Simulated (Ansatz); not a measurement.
Geometry optimisation, RKS BLYP-D4/cc-pVDZ (Ansatz 0.2.0).

Input:

```yaml
crystal:
  periodic: [false, false, false]
  atoms:
    - { symbol: Cl, position_ang: [-0.0069, -0.5336, -2.5297] }
    - { symbol: H, position_ang: [0.0522, 0.736, -2.341] }
    - { symbol: C, position_ang: [-0.0221, -0.0641, 1.5983] }
    - { symbol: "N", position_ang: [0.2484, -0.2851, 2.6809] }
    - { symbol: H, position_ang: [-0.2716, 0.1469, 0.5916] }
basis:
  gaussian: { orbitals: cc-pVDZ }
hamiltonian:
  xc: blyp
  dispersion: d4
relax:
  f_tol: 0.02
  max_steps: 40
output:
  orbitals: {}
```

Run as:

```bash
$ ansatz run input.yaml --threads 1 --pin off --max-ram 2048MiB --backend cpu --events-out ev --progress --plain --runs-dir out
```

Q: Where does it end, and by what steps?

A: It converged. The force dipped under the threshold on the way, but the program's further checks kept it going. After 11 steps the energy has fallen by 0.150 eV; H5 moved furthest, 0.53 Å.

```
step  energy less start (eV)  largest force component (eV/Å)  accepted
   0                  0.0000                           3.873       yes
   1                 -0.1057                           0.811       yes
   2                 -0.1120                           1.107       yes
   3                 -0.1423                           0.539       yes
   4                 -0.1483                           0.112       yes
   5                 -0.1492                           0.023       yes
   6                 -0.1441                           0.931        no
   7                 -0.1494                           0.007       yes
   8                 -0.1482                           0.351        no
   9                 -0.1496                           0.110       yes
  10                 -0.1497                           0.048       yes
  11                 -0.1498                           0.003       yes
```

```xyz
5
Properties=species:S:1:pos:R:3
Cl -0.189 -0.392 -2.186
H 0.120 0.861 -2.403
C 0.021 -0.162 1.503
N 0.110 0.007 2.657
H -0.061 -0.313 0.429
```

Whether the end is a true minimum wasn't checked by a vibrational analysis.

The run took 14 s on 1 thread of Arm Neoverse V1 (shared host), peak memory 0.12 GiB.
